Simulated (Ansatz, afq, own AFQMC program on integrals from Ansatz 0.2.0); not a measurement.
## Where AFQMC and coupled cluster stand for BH3Cl, doublet

```xyz
5

Cl   -0.7679    0.0000    0.0000
H     0.6011    0.0000    0.0000
B     1.9951    0.0000    0.0000
H     2.5042    0.0000    1.0770
H     2.5042    0.0000   -1.0770
```

Connectivity, by distances: Cl ··· BH2, 1 bridging H.

Basis cc-pVTZ. Only valence electrons are correlated. Ansatz 0.2.0 and our own AFQMC program on the same integrals; the CISD trial comes from CCSD amplitudes, and released means the phaseless constraint is let go. ± is one standard error of the sampling.

Determinant: UHF, the one that the program's search chose, which needn't be the lowest solution. The geometry is a point of a scan.

No full CI on the walks' own integrals is used here. The released AFQMC energy serves as the reference, which it does only where one determinant dominates, the energy is flat over the last release times and near the phaseless one (40 meV or 2 meV an electron, half that with transition metals). On small molecules, where full CI could be run and the noise was under 10 meV, such values lay within 10 meV of it in 19 cases of 20, a flattering rate, since the rule was set on those same cases; what remains of the bias isn't in the error bar.

Cautions: the released value is read at 2.40 1/Eh (meV from the phaseless value at times in 1/Eh: 0 ± 4 at 0.24, -2 ± 4 at 0.51, -3 ± 4 at 0.99, -5 ± 4 at 1.62, -7 ± 9 at 2.40).

The T1 diagnostic is 0.0120 and the weight of the determinant in the CISD state is 0.872. The ⟨S²⟩ of the determinant is 0.771. The size of the correlated space is 13 electrons in 100 orbitals.

```
  level  correlation energy (eV)
    MP2                  -8.1389
   CCSD                  -9.1629
CCSD(T)                  -9.4773
```

Estimate where phaseless AFQMC with a CISD trial lies against CCSD(T) on the same integrals.

1.44 ± 0.20 mEh below CCSD(T).

Reference: AFQMC with the constraint released, correlation energy -9.523 ± 0.009 eV.

```tsv
level	E − E(reference) (mEh)	share of correlation (%)
CCSD(T)	1.69 ± 0.32	99.52
ph-AFQMC/CISD	0.25 ± 0.38	99.93
```

A walk keeps the symmetry of its determinant, which the program's search chose and which needn't be the lowest solution, so a lower state of the same spin and another symmetry isn't excluded. Released energies are given only where the last usable release times agree within the noise; a slower fall can still hide under it.
